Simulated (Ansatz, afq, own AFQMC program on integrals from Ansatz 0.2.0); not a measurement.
## CH$_{3}$O, doublet: AFQMC among the cluster methods

```xyz
5

C     0.8413   -2.3782    2.4403
O     1.0978   -1.2113    1.8154
H    -0.1424   -2.4136    2.9547
H     0.9856   -3.2786    1.8064
H     1.6041   -2.4574    3.2519
```

Connectivity, by distances: CH3–O.

Basis def2-SVP. Noble-gas cores (and the filled d shells of Ga–Kr and In–Xe) are frozen. Ansatz 0.2.0 and our own AFQMC program on the same integrals; the CISD trial comes from CCSD amplitudes, and released means the phaseless constraint is let go. ± is one standard error of the sampling.

Determinant: UHF, the one that the program's search chose, which needn't be the lowest solution. The geometry is a PBE0/def2-SVP stationary point of this or a neighbouring charge and spin state.

No full CI on the walks' own integrals is used here; CCSDT(Q) serves as the reference and is uncertain by about the last step of the cluster series.

Cautions: the ph-AFQMC/HF walk drifts between its halves (2.1 errors).

- T1 diagnostic: 0.0166
- weight of the determinant in the CISD state: 0.899
- ⟨S²⟩ of the determinant: 0.758
- size of the correlated space: 13 electrons in 41 orbitals

Reference: CCSDT(Q), correlation energy -8.866 eV. The released energy is read at 1.50 1/Eh (meV from the phaseless value at times in 1/Eh: -6 ± 3 at 0.24, -5 ± 3 at 0.50, -6 ± 3 at 1.00, -5 ± 4 at 1.50).

```csv
level,E − E(reference) (meV),share of correlation (%)
HF,8866.3,0.00
MP2,1059.7,88.05
CCSD,212.8,97.60
CCSD(T),30.0,99.66
CCSDT,12.2,99.86
ph-AFQMC/HF,-36.1 ± 25.0,100.41
ph-AFQMC/CISD,2.0 ± 5.1,99.98
released AFQMC,-2.5 ± 4.2,100.03
```

Released energies are given only where the last usable release times agree within the noise; a slower fall can still hide under it.
